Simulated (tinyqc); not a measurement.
RHF in the sto-6g basis, for H2F+, spin multiplicity 1, step by step (part 1 of 2). Computed by tinyqc, a small Python program that keeps every step (integrals from PySCF). Settings: charge = 1, multiplicity = 1, basis = sto-6g, energy threshold = 1e-10, iteration cap = 71, orthogonalisation = canonical, start = core, DIIS depth = 8, method = RHF. Command: `OMP_NUM_THREADS=1 python tinyqc.py 28065 28066 out.jsonl` (the two numbers bound the seeds that draw the settings). One thread of a shared host (Intel(R) Xeon(R) Processor @ 2.60GHz), about 0.1 s of CPU time with the checks. Later iterations appear only in the table of the cycle.

## One-electron integrals

Geometry (angstrom):
```
atom         x          y         z
F     0.000000   0.000000  0.000000
H     0.000000   0.759000  0.547000
H     0.000000  -0.736000  0.530000
```

Basis sto-6g: exponents (1/bohr^2) and contraction coefficients of normalised primitives:
```
element  l (shell)     exponent  coefficient
F            s (1)  1728.626574     0.009164
F            s (1)   316.941790     0.049361
F            s (1)    88.668891     0.168538
F            s (1)    30.460157     0.370563
F            s (1)    11.828570     0.416492
F            s (1)     4.871659     0.130334
F            s (2)    67.032281    -0.013253
F            s (2)    13.267438    -0.046992
F            s (2)     4.123510    -0.033785
F            s (2)     1.586463     0.250242
F            s (2)     0.689002     0.595117
F            s (2)     0.315820     0.240706
F            p (3)    67.032281     0.003760
F            p (3)    13.267438     0.037679
F            p (3)     4.123510     0.173897
F            p (3)     1.586463     0.418036
F            p (3)     0.689002     0.425860
F            p (3)     0.315820     0.101708
H            s (1)    35.523221     0.009164
H            s (1)     6.513144     0.049361
H            s (1)     1.822143     0.168538
H            s (1)     0.625955     0.370563
H            s (1)     0.243077     0.416492
H            s (1)     0.100112     0.130334
```

Overlap, kinetic and nuclear-attraction integrals over the contracted functions; the nuclear repulsion is the sum of Za Zb / Rab.

nuclear repulsion = 10.69562709 hartree

overlap S:
```
           1F 1s     1F 2s    1F 2px     1F 2py    1F 2pz     2H 1s      3H 1s
1F 1s   1.000000  0.232479  0.000000   0.000000  0.000000  0.048524   0.051820
1F 2s   0.232479  1.000000  0.000000   0.000000  0.000000  0.439378   0.458431
1F 2px  0.000000  0.000000  1.000000   0.000000  0.000000  0.000000   0.000000
1F 2py  0.000000  0.000000  0.000000   1.000000  0.000000  0.277199  -0.285332
1F 2pz  0.000000  0.000000  0.000000   0.000000  1.000000  0.199773   0.205470
2H 1s   0.048524  0.439378  0.000000   0.277199  0.199773  1.000000   0.258658
3H 1s   0.051820  0.458431  0.000000  -0.285332  0.205470  0.258658   1.000000
```

kinetic energy T (hartree):
```
            1F 1s      1F 2s    1F 2px     1F 2py    1F 2pz      2H 1s      3H 1s
1F 1s   37.397730  -1.143349  0.000000   0.000000  0.000000  -0.001625  -0.000551
1F 2s   -1.143349   1.082297  0.000000   0.000000  0.000000   0.117777   0.133025
1F 2px   0.000000   0.000000  3.251325   0.000000  0.000000   0.000000   0.000000
1F 2py   0.000000   0.000000  0.000000   3.251325  0.000000   0.207505  -0.226287
1F 2pz   0.000000   0.000000  0.000000   0.000000  3.251325   0.149546   0.162951
2H 1s   -0.001625   0.117777  0.000000   0.207505  0.149546   0.768522   0.009551
3H 1s   -0.000551   0.133025  0.000000  -0.226287  0.162951   0.009551   0.768522
```

nuclear attraction V (hartree):
```
             1F 1s       1F 2s      1F 2px      1F 2py      1F 2pz      2H 1s      3H 1s
1F 1s   -78.971528   -8.132846    0.000000    0.000799   -0.018459  -1.946703  -2.080224
1F 2s    -8.132846  -12.615406    0.000000    0.007911   -0.208992  -4.289759  -4.514731
1F 2px    0.000000    0.000000  -12.537246    0.000000    0.000000   0.000000   0.000000
1F 2py    0.000799    0.007911    0.000000  -12.690590    0.004108  -2.370986   2.472281
1F 2pz   -0.018459   -0.208992    0.000000    0.004108  -12.616824  -1.776404  -1.848675
2H 1s    -1.946703   -4.289759    0.000000   -2.370986   -1.776404  -6.480063  -1.881849
3H 1s    -2.080224   -4.514731    0.000000    2.472281   -1.848675  -1.881849  -6.609223
```

core Hamiltonian H = T + V (hartree):
```
             1F 1s       1F 2s     1F 2px     1F 2py     1F 2pz      2H 1s      3H 1s
1F 1s   -41.573798   -9.276195   0.000000   0.000799  -0.018459  -1.948328  -2.080776
1F 2s    -9.276195  -11.533110   0.000000   0.007911  -0.208992  -4.171982  -4.381706
1F 2px    0.000000    0.000000  -9.285920   0.000000   0.000000   0.000000   0.000000
1F 2py    0.000799    0.007911   0.000000  -9.439264   0.004108  -2.163480   2.245993
1F 2pz   -0.018459   -0.208992   0.000000   0.004108  -9.365499  -1.626858  -1.685723
2H 1s    -1.948328   -4.171982   0.000000  -2.163480  -1.626858  -5.711540  -1.872298
3H 1s    -2.080776   -4.381706   0.000000   2.245993  -1.685723  -1.872298  -5.840701
```

## Two-electron integrals

Functions are numbered as in S; the eight-fold symmetry (ij|kl) = (ji|kl) = (kl|ij) leaves the list below.

Two-electron integrals (ij|kl) in chemists' order, unique and non-zero (hartree):
```
(11|11) 5.406240    (21|11) 0.768129    (21|21) 0.138909    (22|11) 1.266271
(22|21) 0.283987    (22|22) 0.926367    (31|31) 0.029452    (32|31) 0.044681
(32|32) 0.204753    (33|11) 1.266273    (33|21) 0.283987    (33|22) 0.926366
(33|33) 0.998085    (41|41) 0.029452    (42|41) 0.044681    (42|42) 0.204753
(43|43) 0.053789    (44|11) 1.266273    (44|21) 0.283987    (44|22) 0.926366
(44|33) 0.890506    (44|44) 0.998085    (51|51) 0.029452    (52|51) 0.044681
(52|52) 0.204753    (53|53) 0.053789    (54|54) 0.053789    (55|11) 1.266273
(55|21) 0.283987    (55|22) 0.926366    (55|33) 0.890506    (55|44) 0.890506
(55|55) 0.998085    (61|11) 0.171163    (61|21) 0.029658    (61|22) 0.059267
(61|33) 0.059164    (61|41) 0.001041    (61|42) 0.002029    (61|44) 0.059367
(61|51) 0.000750    (61|52) 0.001462    (61|54) 0.000146    (61|55) 0.059270
(61|61) 0.006438    (62|11) 0.409873    (62|21) 0.093192    (62|22) 0.336313
(62|33) 0.331670    (62|41) 0.005442    (62|42) 0.040030    (62|44) 0.340837
(62|51) 0.003922    (62|52) 0.028849    (62|54) 0.006606    (62|55) 0.336431
(62|61) 0.019876    (62|62) 0.147409    (63|31) 0.010646    (63|32) 0.059926
(63|43) 0.008459    (63|53) 0.006097    (63|63) 0.022300    (64|11) 0.217177
(64|21) 0.050102    (64|22) 0.193325    (64|33) 0.184934    (64|41) 0.013263
(64|42) 0.082128    (64|44) 0.207285    (64|51) 0.001886    (64|52) 0.016001
(64|54) 0.010012    (64|55) 0.187755    (64|61) 0.011184    (64|62) 0.103999
(64|64) 0.095321    (65|11) 0.156516    (65|21) 0.036108    (65|22) 0.139326
(65|33) 0.133279    (65|41) 0.001886    (65|42) 0.016001    (65|44) 0.137194
(65|51) 0.012005    (65|52) 0.071457    (65|54) 0.011281    (65|55) 0.147506
(65|61) 0.008060    (65|62) 0.074951    (65|64) 0.052625    (65|65) 0.060226
(66|11) 0.542465    (66|21) 0.125647    (66|22) 0.519079    (66|33) 0.501028
(66|41) 0.009868    (66|42) 0.099307    (66|44) 0.536670    (66|51) 0.007111
(66|52) 0.071569    (66|54) 0.025687    (66|55) 0.519540    (66|61) 0.027041
(66|62) 0.284713    (66|64) 0.233235    (66|65) 0.168089    (66|66) 0.774999
(71|11) 0.182877    (71|21) 0.031683    (71|22) 0.063298    (71|33) 0.063188
(71|41) -0.001111   (71|42) -0.002164   (71|44) 0.063406    (71|51) 0.000800
(71|52) 0.001558    (71|54) -0.000157   (71|55) 0.063301    (71|61) 0.006793
(71|62) 0.020631    (71|64) 0.010562    (71|65) 0.008361    (71|66) 0.027733
(71|71) 0.007347    (72|11) 0.431476    (72|21) 0.098072    (72|22) 0.353107
(72|33) 0.348276    (72|41) -0.005714   (72|42) -0.041727   (72|44) 0.357820
(72|51) 0.004115    (72|52) 0.030048    (72|54) -0.006873   (72|55) 0.353225
(72|61) 0.020329    (72|62) 0.129033    (72|64) 0.062081    (72|65) 0.063558
(72|66) 0.206726    (72|71) 0.022336    (72|72) 0.161447    (73|31) 0.011288
(73|32) 0.063245    (73|43) -0.008849   (73|53) 0.006372    (73|63) 0.019105
(73|73) 0.024631    (74|11) -0.226031   (74|21) -0.052135   (74|22) -0.200693
(74|33) -0.191932   (74|41) 0.014025    (74|42) 0.086263    (74|44) -0.215283
(74|51) -0.001971   (74|52) -0.016576   (74|54) 0.010444    (74|55) -0.194864
(74|61) -0.010280   (74|62) -0.061052   (74|64) -0.010405   (74|65) -0.029399
(74|66) -0.085276   (74|71) -0.012439   (74|72) -0.112613   (74|74) 0.102863
(75|11) 0.162767    (75|21) 0.037543    (75|22) 0.144521    (75|33) 0.138212
(75|41) -0.001971   (75|42) -0.016576   (75|44) 0.142283    (75|51) 0.012707
(75|52) 0.075181    (75|54) -0.011781   (75|55) 0.153067    (75|61) 0.008147
(75|62) 0.063027    (75|64) 0.029591    (75|65) 0.049797    (75|66) 0.112217
(75|71) 0.008957    (75|72) 0.081093    (75|74) -0.056336   (75|75) 0.065199
(76|11) 0.171071    (76|21) 0.039312    (76|22) 0.154253    (76|33) 0.151381
(76|41) 0.000025    (76|42) 0.000279    (76|44) 0.154154    (76|51) 0.002652
(76|52) 0.023319    (76|54) 0.000064    (76|55) 0.157223    (76|61) 0.008306
(76|62) 0.067947    (76|64) 0.041599    (76|65) 0.039327    (76|66) 0.138728
(76|71) 0.008867    (76|72) 0.070740    (76|74) -0.042491   (76|75) 0.040535
(76|76) 0.037979    (77|11) 0.556723    (77|21) 0.128896    (77|22) 0.530434
(77|33) 0.511900    (77|41) -0.010265   (77|42) -0.101979   (77|44) 0.548515
(77|51) 0.007392    (77|52) 0.073436    (77|54) -0.026367   (77|55) 0.530887
(77|61) 0.026636    (77|62) 0.201059    (77|64) 0.084369    (77|65) 0.110118
(77|66) 0.346829    (77|71) 0.029635    (77|72) 0.300865    (77|74) -0.243738
(77|75) 0.175518    (77|76) 0.138728    (77|77) 0.774999
```

## Orthogonalisation

S = U s U^T; canonical form X = U s^(-1/2), so that X^T S X = 1. Each column of U has its largest component positive (the first on a tie).

eigenvalues of S: 0.394495  0.454231  0.899444  1.000000  1.083112  1.288815  1.879904

X:
```
                1          2          3         4          5          6          7
1F 1s   -0.318279   0.062366   0.744413  0.000000  -0.617741   0.002487   0.157298
1F 2s    1.120359  -0.183361  -0.250932  0.000000  -0.278743   0.004570   0.430708
1F 2px   0.000000   0.000000   0.000000  1.000000   0.000000   0.000000   0.000000
1F 2py  -0.160596  -0.859069   0.001131  0.000000  -0.004972   0.712607  -0.007427
1F 2pz   0.449756  -0.075215   0.663632  0.000000   0.654161   0.004839   0.175629
2H 1s   -0.506538   0.948142  -0.167292  0.000000   0.135385   0.374584   0.375152
3H 1s   -0.832905  -0.722069  -0.162125  0.000000   0.132975  -0.357398   0.387363
```

## Starting guess

The start is the orbitals of the core Hamiltonian; D = 2 C_occ C_occ^T.

D at the start:
```
            1F 1s      1F 2s    1F 2px     1F 2py     1F 2pz      2H 1s      3H 1s
1F 1s    2.127441  -0.581453  0.000000   0.002766  -0.041905   0.076502   0.082047
1F 2s   -0.581453   2.639809  0.000000  -0.020278   0.260769  -0.335574  -0.362166
1F 2px   0.000000   0.000000  2.000000   0.000000   0.000000   0.000000   0.000000
1F 2py   0.002766  -0.020278  0.000000   2.320275  -0.008218  -0.348341   0.365423
1F 2pz  -0.041905   0.260769  0.000000  -0.008218   2.126062  -0.191421  -0.202886
2H 1s    0.076502  -0.335574  0.000000  -0.348341  -0.191421   0.107810   0.003790
3H 1s    0.082047  -0.362166  0.000000   0.365423  -0.202886   0.003790   0.119518
```

## Iteration 1: building the Fock matrix

J_ij = sum D_kl (ij|kl), K_ij = sum D_kl (ik|jl); F = H + J - 0.5 K; E = tr D H + tr D J / 2 - 0.25 tr D K + E_nn.

Coulomb J (hartree):
```
            1F 1s      1F 2s     1F 2px     1F 2py     1F 2pz     2H 1s      3H 1s
1F 1s   21.266165   3.856298   0.000000  -0.000262   0.004631  0.827311   0.883753
1F 2s    3.856298  10.045923   0.000000   0.000205  -0.002061  3.531802   3.710121
1F 2px   0.000000   0.000000  10.049438   0.000000   0.000000  0.000000   0.000000
1F 2py  -0.000262   0.000205   0.000000  10.043346   0.000395  1.986933  -2.062952
1F 2pz   0.004631  -0.002061   0.000000   0.000395  10.044981  1.429147   1.482867
2H 1s    0.827311   3.531802   0.000000   1.986933   1.429147  5.221623   1.578227
3H 1s    0.883753   3.710121   0.000000  -2.062952   1.482867  1.578227   5.338994
```

exchange K (hartree):
```
            1F 1s     1F 2s    1F 2px     1F 2py    1F 2pz     2H 1s      3H 1s
1F 1s   11.177568  1.814131  0.000000  -0.000094  0.001543  0.417016   0.444930
1F 2s    1.814131  3.234022  0.000000   0.000092  0.004822  0.998271   1.051657
1F 2px   0.000000  0.000000  2.692206   0.000000  0.000000  0.000000   0.000000
1F 2py  -0.000094  0.000092  0.000000   2.688373  0.000771  0.419425  -0.435958
1F 2pz   0.001543  0.004822  0.000000   0.000771  2.686701  0.300663   0.313114
2H 1s    0.417016  0.998271  0.000000   0.419425  0.300663  0.448869   0.302493
3H 1s    0.444930  1.051657  0.000000  -0.435958  0.313114  0.302493   0.492679
```

Fock matrix F (hartree):
```
             1F 1s      1F 2s     1F 2px     1F 2py     1F 2pz      2H 1s      3H 1s
1F 1s   -25.896418  -6.326963   0.000000   0.000584  -0.014599  -1.329525  -1.419487
1F 2s    -6.326963  -3.104197   0.000000   0.008070  -0.213465  -1.139315  -1.197413
1F 2px    0.000000   0.000000  -0.582585   0.000000   0.000000   0.000000   0.000000
1F 2py    0.000584   0.008070   0.000000  -0.740105   0.004117  -0.386260   0.401020
1F 2pz   -0.014599  -0.213465   0.000000   0.004117  -0.663868  -0.348042  -0.359413
2H 1s    -1.329525  -1.139315   0.000000  -0.386260  -0.348042  -0.714352  -0.445318
3H 1s    -1.419487  -1.197413   0.000000   0.401020  -0.359413  -0.445318  -0.748047
```

total energy of this density = -98.60537184 hartree

## Iteration 1: diagonalisation and new density

Diagonalise F' = X^T F X, C = X C', fill 5 alpha and 5 beta electrons from the bottom; D = 2 C_occ C_occ^T. Each column has its largest component positive (the first on a tie).

F' = X^T F X (hartree):
```
           1          2           3          4           5          6          7
1  -0.634405   0.185843    2.272851   0.000000   -1.961260   0.015921   0.283678
2   0.185843   0.151496   -0.506589   0.000000    0.452727   0.055235  -0.098058
3   2.272851  -0.506589  -11.846478   0.000000   11.291331  -0.054307  -4.938999
4   0.000000   0.000000    0.000000  -0.582585    0.000000   0.000000   0.000000
5  -1.961260   0.452727   11.291331   0.000000  -12.032925   0.056954   5.113488
6   0.015921   0.055235   -0.054307   0.000000    0.056954  -0.863131  -0.020297
7   0.283678  -0.098058   -4.938999   0.000000    5.113488  -0.020297  -3.662351
```

orbital energies (hartree): MO1 -25.900999, MO2 -1.706610, MO3 -0.866099, MO4 -0.660279, MO5 -0.582585, MO6 0.048299, MO7 0.197893

coefficients C:
```
              MO1        MO2        MO3        MO4       MO5        MO6        MO7
1F 1s    0.996408  -0.236137  -0.003224   0.081654  0.000000   0.101117   0.014280
1F 2s    0.016538   0.930697   0.017383  -0.420206  0.000000  -0.747275  -0.115132
1F 2px   0.000000   0.000000   0.000000   0.000000  1.000000   0.000000   0.000000
1F 2py  -0.000124  -0.008014   0.759121   0.006373  0.000000  -0.095110   0.828411
1F 2pz   0.002054   0.188378  -0.005817   0.863187  0.000000  -0.566591  -0.074161
2H 1s   -0.003321   0.070962   0.320097   0.197956  0.000000   0.869654  -0.761531
3H 1s   -0.003572   0.076377  -0.318191   0.190617  0.000000   0.677130   0.966919
```

D after iteration 1:
```
            1F 1s      1F 2s    1F 2px     1F 2py     1F 2pz      2H 1s      3H 1s
1F 1s    2.110535  -0.475323  0.000000  -0.000316   0.056129  -0.009868  -0.010008
1F 2s   -0.475323   2.086692  0.000000   0.006114  -0.374921  -0.023257  -0.029209
1F 2px   0.000000   0.000000  2.000000   0.000000   0.000000   0.000000   0.000000
1F 2py  -0.000316   0.006114  0.000000   1.152739  -0.000849   0.487371  -0.481885
1F 2pz   0.056129  -0.374921  0.000000  -0.000849   1.561233   0.364744   0.361538
2H 1s   -0.009868  -0.023257  0.000000   0.487371   0.364744   0.293390  -0.117373
3H 1s   -0.010008  -0.029209  0.000000  -0.481885   0.361538  -0.117373   0.286853
```

## Iteration 2: building the Fock matrix

As before.

Coulomb J (hartree):
```
            1F 1s      1F 2s    1F 2px     1F 2py     1F 2pz     2H 1s      3H 1s
1F 1s   20.180116   3.626305  0.000000  -0.000083  -0.005383  0.778860   0.831992
1F 2s    3.626305   9.519977  0.000000  -0.000526   0.022976  3.409525   3.580281
1F 2px   0.000000   0.000000  9.531060   0.000000   0.000000  0.000000   0.000000
1F 2py  -0.000083  -0.000526  0.000000   9.509322  -0.000635  1.941970  -2.015840
1F 2pz  -0.005383   0.022976  0.000000  -0.000635   9.519545  1.413394   1.466044
2H 1s    0.778860   3.409525  0.000000   1.941970   1.413394  5.269900   1.557740
3H 1s    0.831992   3.580281  0.000000  -2.015840   1.466044  1.557740   5.376645
```

exchange K (hartree):
```
            1F 1s      1F 2s    1F 2px     1F 2py     1F 2pz     2H 1s      3H 1s
1F 1s   11.103880   1.758120  0.000000  -0.000170   0.002788  0.404788   0.431688
1F 2s    1.758120   3.062646  0.000000  -0.001504  -0.059083  1.158096   1.212191
1F 2px   0.000000   0.000000  2.617126   0.000000   0.000000  0.000000   0.000000
1F 2py  -0.000170  -0.001504  0.000000   2.263929  -0.005285  0.664737  -0.679296
1F 2pz   0.002788  -0.059083  0.000000  -0.005285   2.431875  0.511448   0.523101
2H 1s    0.404788   1.158096  0.000000   0.664737   0.511448  1.022778   0.410121
3H 1s    0.431688   1.212191  0.000000  -0.679296   0.523101  0.410121   1.068939
```

Fock matrix F (hartree):
```
             1F 1s      1F 2s     1F 2px     1F 2py     1F 2pz      2H 1s      3H 1s
1F 1s   -26.945622  -6.528950   0.000000   0.000801  -0.025235  -1.371862  -1.464628
1F 2s    -6.528950  -3.544456   0.000000   0.008137  -0.156475  -1.341504  -1.407520
1F 2px    0.000000   0.000000  -1.063424   0.000000   0.000000   0.000000   0.000000
1F 2py    0.000801   0.008137   0.000000  -1.061907   0.006115  -0.553879   0.569801
1F 2pz   -0.025235  -0.156475   0.000000   0.006115  -1.061892  -0.469188  -0.481230
2H 1s    -1.371862  -1.341504   0.000000  -0.553879  -0.469188  -0.953029  -0.519619
3H 1s    -1.464628  -1.407520   0.000000   0.569801  -0.481230  -0.519619  -0.998526
```

total energy of this density = -99.77776252 hartree

## Iteration 2: DIIS over 2 matrices

error matrix X^T (FDS - SDF) X:
```
           1          2          3         4          5          6          7
1   0.000000  -0.000098  -0.010186  0.000000  -0.018006  -0.010614   0.080038
2   0.000098   0.000000   0.002741  0.000000   0.004519  -0.045410  -0.012191
3   0.010186  -0.002741   0.000000  0.000000  -0.006837  -0.000681   0.026591
4   0.000000   0.000000   0.000000  0.000000   0.000000   0.000000   0.000000
5   0.018006  -0.004519   0.006837  0.000000   0.000000  -0.000343  -0.005665
6   0.010614   0.045410   0.000681  0.000000   0.000343   0.000000  -0.001341
7  -0.080038   0.012191  -0.026591  0.000000   0.005665   0.001341   0.000000
```

B (overlaps of the stored error matrices):
```
               1              2
1  3.8968413e+00  2.2323999e-01
2  2.2323999e-01  1.9947230e-02
```

Minimise |sum c_i e_i|^2 with sum c_i = 1: solve [B -1; -1 0][c; lambda] = [0; -1] with B_ij = tr e_i^T e_j, and take F = sum c_i F_i.

DIIS coefficients: -0.058581  1.058581

extrapolated F (hartree):
```
             1F 1s      1F 2s     1F 2px     1F 2py     1F 2pz      2H 1s      3H 1s
1F 1s   -27.007085  -6.540783   0.000000   0.000813  -0.025858  -1.374342  -1.467272
1F 2s    -6.540783  -3.570247   0.000000   0.008141  -0.153136  -1.353349  -1.419828
1F 2px    0.000000   0.000000  -1.091592   0.000000   0.000000   0.000000   0.000000
1F 2py    0.000813   0.008141   0.000000  -1.080758   0.006232  -0.563699   0.579688
1F 2pz   -0.025858  -0.153136   0.000000   0.006232  -1.085208  -0.476285  -0.488366
2H 1s    -1.374342  -1.353349   0.000000  -0.563699  -0.476285  -0.967011  -0.523972
3H 1s    -1.467272  -1.419828   0.000000   0.579688  -0.488366  -0.523972  -1.013200
```
